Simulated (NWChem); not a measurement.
## Basis-set convergence for water (H$_{2}$O)

```xyz
3

O      0.0000     0.0000    -0.1202
H      0.7570     0.0000     0.4809
H     -0.7570     0.0000     0.4809
```
Charge 0, spin multiplicity 1.

All runs are NWChem calculations. Structure: optimised with B3LYP/def2-SVP, a minimum by its harmonic frequencies.

Quantity: dipole moment at the level PBE0.

The Pople sets run with spherical d functions.

```
basis        functions  dipole moment (D)
-----------  ---------  -----------------
6-31+G*             22         (withheld)
cc-pVDZ             24         (withheld)
pcseg-1             24               2.10
6-311G**            30               2.10
def2-SVPD           39               1.93
aug-pcseg-1         41               1.88
aug-cc-pVDZ         41               1.89
def2-TZVP           43               2.10
cc-pVQZ            115               1.93
def2-QZVP          117               1.94
```

Q: Complete the blanks.

A: 
- 6-31+G*, dipole moment (D): 2.30
- cc-pVDZ, dipole moment (D): 1.96
